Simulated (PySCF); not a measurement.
## B: ionisation energy

B [He] 2s2 2p1 (2P) → B⁺ [He] 2s2 (1S), as a difference of total energies. Computed with PySCF 2.14 in dyall-acv3z (15s9p4d2f, 76 functions), with the non-relativistic Hamiltonian (point nucleus). Correlated levels: valence: 1s2 frozen; virtual orbitals above 40 to 60 times the deepest correlated orbital energy dropped. The calculations carry no spin-orbit coupling.

```json
{"method": "UHF", "ionisation energy (eV)": "8.042"}
{"method": "MP2 (valence)", "ionisation energy (eV)": "8.267"}
{"method": "SCS-MP2 (valence)", "ionisation energy (eV)": "8.233"}
{"method": "CCSD (valence)", "ionisation energy (eV)": "8.177"}
{"method": "CCSD(T) (valence)", "ionisation energy (eV)": "8.216"}
```

**Question.** How much does correlation contribute at CCSD(T) (valence)?

**Answer.** 8.216 − (8.042) = 0.174 eV, measured against UHF.

Errors of the correlated levels include the incompleteness of this basis and the frozen core.

For comparison: 8.297 eV (measured; NIST levels, between the centres of gravity of the two terms).
